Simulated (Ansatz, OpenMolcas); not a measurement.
# BPH4 (SMILES BP): the vertical ionisation energy, rung by rung

BPH4 has 6 atoms, charge 0, and is taken as a singlet. SMILES: `BP`. Geometry: relaxed at GFN2-xTB.

```tsv
atom	x (Å)	y (Å)	z (Å)
B	0.0027	-0.8680	0.1189
P	0.3787	0.9288	0.2596
H	-0.7775	-1.3512	0.8429
H	0.6592	-1.5409	-0.5759
H	0.5991	1.3191	-1.0437
H	-0.8623	1.5122	0.3982
```

Each level gives the vertical ionisation energy (to the doublet cation) (eV). The values are calculated.

```json
{"level": "HF/STO-3G", "kind": "Hartree–Fock", "program": "Ansatz", "value (eV)": "6.59", "less FCI/STO-3G": "-0.27", "CPU time (all runs)": "0.18 s"}
{"level": "HF/STO-3G, open shells restricted", "kind": "Hartree–Fock", "program": "OpenMolcas", "value (eV)": "6.62", "less FCI/STO-3G": "-0.24", "CPU time (all runs)": "3.6 s"}
{"level": "BLYP/STO-3G", "kind": "GGA", "program": "Ansatz", "value (eV)": "8.03", "less FCI/STO-3G": "+1.17", "CPU time (all runs)": "1.8 s"}
{"level": "r2SCAN0/STO-3G", "kind": "hybrid meta-GGA", "program": "Ansatz", "value (eV)": "7.94", "less FCI/STO-3G": "+1.08", "CPU time (all runs)": "4.3 s"}
{"level": "wB97X/STO-3G", "kind": "range-separated hybrid", "program": "Ansatz", "value (eV)": "7.96", "less FCI/STO-3G": "+1.10", "CPU time (all runs)": "8.9 s"}
{"level": "B2PLYP/STO-3G", "kind": "double hybrid", "program": "Ansatz", "value (eV)": "7.63", "less FCI/STO-3G": "+0.77", "CPU time (all runs)": "2.4 s"}
{"level": "RPA@PBE/STO-3G", "kind": "RPA", "program": "Ansatz", "value (eV)": "7.01", "less FCI/STO-3G": "+0.15", "CPU time (all runs)": "2.3 s"}
{"level": "CCSDTQ/STO-3G", "kind": "coupled cluster or CI", "program": "Ansatz", "value (eV)": "6.86", "less FCI/STO-3G": "0.00", "CPU time (all runs)": "21 s"}
{"level": "FCI/STO-3G", "kind": "exact in the basis", "program": "Ansatz", "value (eV)": "6.86", "less FCI/STO-3G": "0.00", "CPU time (all runs)": "6.9 s"}
```

FCI/STO-3G is exact within its basis and frozen core, so for wave-function methods in that basis the difference is their error; functionals converge differently with the basis, so for them it is only a difference. The values span 6.59 to 8.03 eV. All rows use very small basis sets, so none should be taken for the real molecule's value. Times are those of the runs behind each value, whatever else they computed, on shared processors of several kinds: orders of magnitude only.
